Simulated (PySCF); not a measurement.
Simulated C 1s region for `FC[C@H]1CN1`, binding energy against the vacuum level.

Every computed line was given a Gaussian of 0.4 eV full width at half maximum and an area set by the number of equivalent atoms; the highest printed point is 100. Method: delta-SCF UKS SCAN, pcX-2 on the ionised atom, pcseg-1 elsewhere, spin-free X2C in PySCF 2.14.0.

binding energy (eV), intensity and a bar:
```
    291.1          0 
    291.2          1 
    291.3          5 #
    291.4         17 #####
    291.5         42 #############
    291.6         76 #######################
    291.7        100 ##############################
    291.8         95 ############################
    291.9         65 ###################
    292.0         32 ##########
    292.1         12 ###
    292.2          3 #
    292.3          1 
    292.4          0 
    292.5          0 
    292.6          1 
    292.7          3 #
    292.8         10 ###
    292.9         25 #######
    293.0         43 #############
    293.1         53 ################
    293.2         46 ##############
    293.3         28 ########
    293.4         12 ####
    293.5          4 #
    293.6          1 
    293.7          0
```

Question: Count the maxima, the lines and the sites behind this envelope.

Answer: The curve has 2 maxima (at 291.7 and 293.1 eV). Under it lie 3 lines from 3 inequivalent carbon sites. At this width some lines have no maximum of their own.

Question: Decompose the envelope and assign each component. Numbering: `[F:1][CH2:2][C@H:3]1[CH2:4][NH:5]1`.

Answer: 
```csv
position (eV),relative area,line,atoms,environment
291.69,1,C 1s,C4,sp3 carbon bound to nitrogen
291.78,1,C 1s,C3,sp3 carbon bound to nitrogen
293.11,1,C 1s,C2,sp3 C–F carbon
```

Question: What are the centre and the root-mean-square width of the whole band?

Answer: The area-weighted mean of the lines is 292.19 eV. Their own spread about it is 0.65 eV (rms) and each Gaussian has σ = 0.4/2.355 = 0.17 eV; the variances add, which gives 0.67 eV.

Lowest listed C 1s: C4, bonded to N, C and 2 H. Highest, 1.42 eV above it: C2, bonded to F, C and 2 H. Summing the Pauling electronegativity differences to the bonded atoms, each weighted by its formal bond order, gives -0.21 for the lowest site and +0.73 for the highest; no listed site has a larger sum than the highest.

No satellites, vibrations or lifetime broadening are included. Geometry: PBE0-D3(BJ)/def2-SVP, one conformer, isolated molecule.

Conformer computed: `[F:1][CH2:2][C@H:3]1[CH2:4][NH:5]1`: F1–C2–C3–C4 87°.
